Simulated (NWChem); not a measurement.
System: SiH$_{2}$ cation, doublet

```xyz
3

Si     0.0000     0.0000     0.1783
H      1.2890     0.0000    -0.5702
H     -1.2890     0.0000    -0.5702
```
Atoms are numbered in this order, from 1.

Program: NWChem. Spin-unrestricted. In the optimisation the excess spin sits in a1 (C2v, its own frame). Structure relaxed at the PBE0-D3(BJ)/def2-TZVP, spin-unrestricted level. No stability test was run on the SCF state. Solvent water, SMD (1 M gas to 1 M solution), gas-phase geometry. Reactions with the solvent are ignored.

```
level               basis functions  solvation free energy (kcal/mol)  cavity-dispersion-structure term (kcal/mol)  relative time
------------------  ---------------  --------------------------------  -------------------------------------------  -------------
M06-2X/cc-pVDZ                   28                             -66.2                                          1.1              1
M06-2X/aug-cc-pVDZ               45                             -66.1                                          1.1              1
M06-2X/cc-pVTZ                   62                             -66.2                                          1.1              2
M06-2X/aug-cc-pVTZ               96                             -66.1                                          1.1              5
M06-2X/cc-pVQZ                  119                             -66.1                                          1.1             10
```

Relative times are rough (shared machine, one core).
